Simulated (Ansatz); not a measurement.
**Al2 (triplet): r2SCANh, wB97X-V over a scan of the distance Al1–Al2, cc-pVDZ**

How well do these functionals follow the top wave-function level for Al2 (triplet) over a scan of the distance Al1–Al2?

Program: Ansatz 0.2.0, Gaussian basis. Level of theory: cc-pVDZ, all electrons in the functionals. These are calculated values, not measurements.

The runs, in order: r2SCANh, wB97X-V, at 2.004 Å; 2.179 Å; 2.479 Å; 2.719 Å; 3.047 Å; 3.488 Å; 4.007 Å; 4.695 Å; 5.462 Å; 6.718 Å; 8.404 Å.

22 further runs of the same task are left out: 13 that didn't finish, 9 set aside as unsound or not needed.

### Step 1. The system

The geometry derives from a PBE0/def2-TZVP stationary point (not a proven minimum). One bond is set to the value named and the two fragments are kept rigid.

2 atoms, charge 0, spin multiplicity 3.

Atoms are counted from 1 here; the program's logs count them from 0.

Bond lengths: Al1–Al2 2.479 Å.

No dispersion term is added; wB97X-V holds VV10 nonlocal correlation.

The geometry shown and the zero of energy belong to the point 2.479 Å. The yardstick, FCI, and other wave-function levels (R restricted, U unrestricted, valence and pair active spaces) come from earlier runs.

### Step 2. r2SCANh, 2.004 Å

Contents of in.yaml:

```yaml
crystal:
  periodic: [false, false, false]
  atoms:
    - {symbol: Al, position_ang: [0.000000, 0.000000, 0.000000]}
    - {symbol: Al, position_ang: [0.000000, 0.000000, 2.004000]}
basis:
  gaussian: {orbitals: cc-pVDZ}
magnetization: {spin_polarized: true, initial_magnetization: 2}
hamiltonian: {xc: {name: r2SCANh}}
```

Launch:

```
ansatz run in.yaml --threads 1 --pin off --events-out ev --progress --plain --max-ram 2393MiB
```

After this run come: r2SCANh, 2.179 Å; r2SCANh, 2.479 Å; r2SCANh, 2.719 Å; r2SCANh, 3.047 Å; r2SCANh, 3.488 Å; r2SCANh, 4.007 Å; r2SCANh, 4.695 Å; r2SCANh, 5.462 Å; r2SCANh, 6.718 Å; r2SCANh, 8.404 Å; wB97X-V, 2.004 Å; wB97X-V, 2.179 Å; wB97X-V, 2.479 Å; wB97X-V, 2.719 Å; wB97X-V, 3.047 Å; wB97X-V, 3.488 Å; wB97X-V, 4.007 Å; wB97X-V, 4.695 Å; wB97X-V, 5.462 Å; wB97X-V, 6.718 Å; wB97X-V, 8.404 Å.

Q: Predict the results of all the runs planned. Wanted: span of the FCI curve; largest miss, r2SCANh; largest miss, wB97X-V.

The runs gave:

```
             quantity                    value
span of the FCI curve            36.8 kcal/mol
largest miss, r2SCANh  +8.5 kcal/mol (6.718 Å)
largest miss, wB97X-V  -2.3 kcal/mol (2.719 Å)
```

**Reading.** Of the functionals, wB97X-V keep the smallest largest miss at the points compared (at most 2.3 kcal/mol) and r2SCANh strays most (8.5 kcal/mol, at 6.718 Å). Functionals and the yardstick converge differently with the basis, so part of each miss in cc-pVDZ is the basis.
